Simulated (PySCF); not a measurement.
MNa cations for M along the third period

CCSD(T) with double-zeta basis sets in PySCF, for the lowest determinant that a PBE0 search found; no spin–orbit coupling. De refers to high-spin ground-configuration atoms (the charge goes to the atom of lower measured ionisation energy or higher electron affinity, which is not always the lowest computed limit).

```json
{"M": "Na", "basis": "x2c-SVPall", "reference, frozen orbitals": "UHF, 2", "charged atom": "Na+", "state (unpaired electrons)": "doublet (σ ↑)", "Re (Å)": "3.772", "ωe (cm⁻¹)": "113", "De (eV)": "0.95"}
{"M": "Mg", "basis": "cc-pVDZ", "reference, frozen orbitals": "RHF, 2", "charged atom": "Na+", "state (unpaired electrons)": "singlet (closed shell)", "Re (Å)": "3.295", "ωe (cm⁻¹)": "147", "De (eV)": "0.51"}
{"M": "Al", "basis": "cc-pVDZ/cc-pV(D+d)Z", "reference, frozen orbitals": "UHF, 6", "charged atom": "Na+", "state (unpaired electrons)": "doublet (σ ↑)", "Re (Å)": "3.427", "ωe (cm⁻¹)": "138", "De (eV)": "0.82"}
{"M": "Si", "basis": "pcseg-1", "reference, frozen orbitals": "UHF, 6", "charged atom": "Na+", "state (unpaired electrons)": "triplet (σ ↑, π ↑)", "Re (Å)": "3.284", "ωe (cm⁻¹)": "126", "De (eV)": "0.37"}
{"M": "P", "basis": "def2-SVP", "reference, frozen orbitals": "UHF, 6", "charged atom": "Na+", "state (unpaired electrons)": "quartet (σ ↑, π ↑↑)", "Re (Å)": "3.158", "ωe (cm⁻¹)": "121", "De (eV)": "0.24"}
{"M": "S", "basis": "def2-SVP", "reference, frozen orbitals": "UHF, 6", "charged atom": "Na+", "state (unpaired electrons)": "triplet (π ↑↑)", "Re (Å)": "2.947", "ωe (cm⁻¹)": "166", "De (eV)": "0.59"}
{"M": "Cl", "basis": "def2-SVP", "reference, frozen orbitals": "UHF, 6", "charged atom": "Na+", "state (unpaired electrons)": "doublet (π ↑)", "Re (Å)": "2.844", "ωe (cm⁻¹)": "154", "De (eV)": "0.41"}
```

The shortest bond is that of NaCl⁺ (2.844 Å), the longest that of Na₂⁺ (3.772 Å).

The rows differ in basis set, which adds steps of its own.

The state changes along the series, so neighbouring rows are not always alike in their bonding.

Correlated steps freeze the inner cores (2 to 6 orbitals); shallow outer-core shells are correlated. Weak bonds: NaCl⁺, NaP⁺, NaSi⁺. Basis-set superposition, not corrected here, can be much of De in a small basis, most of all at correlated wavefunction levels. For an ion De counts to the pair picked by the measured ionisation energies or electron affinities, which need not be the lowest pair at this level. States were picked by a PBE0 search and need not be the measured ground states.
